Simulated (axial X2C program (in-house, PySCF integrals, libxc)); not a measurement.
## Potential curves of LiAl⁻, two-component

Computed with an in-house relativistic program for diatomic molecules. Two-component (2c) means X2C with spin–orbit coupling and atomic mean-field two-electron Coulomb and Gaunt terms. Basis: Al dyall-av3z [9s9p3d2f], Li dyall-av3z [9s9p3d] (cores contracted in-house); Gaussian nuclei, density fitting, unrestricted open shells. Masses: Al 26.982 u, Li 7.016 u.

State: Ω = 3/2 (⟨Sz⟩ = 1.50, ⟨Lz⟩ = 0.00 at PBE0). Energies in kJ/mol from the lowest point of each curve. Fits are polynomials in 1 − R0/R over 0.85 to 1.23 times the lowest point R0.

```csv
R (Å),PBE0
2.2281,18.07
2.3305,7.61
2.4073,3.04
2.4842,0.64
2.5610,0.00
2.6506,0.95
2.7403,3.27
2.8555,7.64
2.9964,14.24
3.2012,24.78
```

Occupations by symmetry block were frozen at the best pattern of an incomplete PBE0 search. Density functionals use the spin component along the axis (collinear). Other states lie close and PBE0, whose exact exchange favours high spin, may order them wrongly; the determinant shown need not be the ground state. The nearest other spin-free determinant of the search, M_S = 1/2, Λ = 1, lies 0.11 eV up at the distance of the search. With several unpaired electrons one determinant need not be a pure state. A state of lower Ω lies just above, and one determinant can place such states too high, so the state shown need not be the lowest. The search has Ω = 1/2 only 0.11 eV up. The highest occupied level of some functionals is positive through self-interaction error; at Hartree–Fock it is bound. This is the top spin component of a Σ state; components of lower Ω are not single determinants and can lie lower.

Fit the PBE0 curve near its minimum: give the equilibrium distance and the harmonic wavenumber.

At PBE0, 2c: Re = 2.556 Å, ωe ≈ 345 cm⁻¹; Be follows as 0.464 cm⁻¹.
